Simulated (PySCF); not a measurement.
PySCF input for C₂H, SMILES [C]#C, multiplicity 2, C-PCM-M06-2X/def2-TZVPD. The structure is a stationary point at PBE0-D3(BJ)/def2-TZVPD. The isomer is the one that the SMILES or the coordinates give; other isomers of the formula were not compared.

```python
import numpy as np
from pyscf import gto, scf, dft
from pyscf.solvent import pcm

mol = gto.M(
    atom='''
    C     0.00000000    0.00000000    0.72832599
    C     0.00000000    0.00000000   -0.47198018
    H     0.00000000    0.00000000   -1.53807482
    ''',
    basis='def2-TZVPD',
    charge=0,
    spin=1,
    max_memory=1600,
    verbose=3,
)
mf = dft.UKS(mol, xc='m06-2x').density_fit(auxbasis='def2-universal-jkfit')
mf.grids.level = 4
mf.conv_tol = 1e-9
mf.max_cycle = 100
mf.kernel()
fine, coarse = mf.grids, dft.Grids(mol).set(level=1).build(with_non0tab=True)
for _ in range(3):  # follow internal instabilities
    mf.grids = coarse
    mo, _, stable, _ = mf.stability(return_status=True, nroots=4)
    mf.grids = fine
    if stable:
        break
    mf.kernel(mf.make_rdm1(mo, mf.mo_occ))
res = {}
for name, eps in {'water': 78.355, 'dichloromethane': 8.93, 'tetrahydrofuran': 7.4257}.items():
    s = mf.PCM()
    s.with_solvent.method, s.with_solvent.eps, s.with_solvent.lebedev_order = 'C-PCM', eps, 29
    s.kernel(mf.make_rdm1())
    res[name] = (s.e_tot, eps, s.dip_moment(), s.mo_energy, s.converged)
    print(f'{name}: electrostatic solvation free energy {(s.e_tot - mf.e_tot) * 627.509474:.3f} kcal/mol')
```

Output:

```

WARN: HOMO -0.319814914586863 >= LUMO -0.319814914586861

converged SCF energy = -76.6075604140626  <S^2> = 0.77387611  2S+1 = 2.0237353
<class 'pyscf.df.df_jk.DFUKS'> wavefunction is stable in the internal stability analysis

WARN: PCM is an experimental feature. It is still in testing.
Features and APIs may be changed in the future.

converged SCF energy = -76.6112394634932  <S^2> = 0.77290246  2S+1 = 2.0227728
Dipole moment(X, Y, Z, Debye):  0.00000,  0.00000, -1.01962
water: electrostatic solvation free energy -2.309 kcal/mol

WARN: PCM is an experimental feature. It is still in testing.
Features and APIs may be changed in the future.

converged SCF energy = -76.6108282840825  <S^2> = 0.77301249  2S+1 = 2.0228816
Dipole moment(X, Y, Z, Debye): -0.00000,  0.00000, -0.98830
dichloromethane: electrostatic solvation free energy -2.051 kcal/mol

WARN: PCM is an experimental feature. It is still in testing.
Features and APIs may be changed in the future.

converged SCF energy = -76.6107357532888  <S^2> = 0.7730372  2S+1 = 2.022906
Dipole moment(X, Y, Z, Debye):  0.00000,  0.00000, -0.98137
tetrahydrofuran: electrostatic solvation free energy -1.993 kcal/mol
```

The run converged.
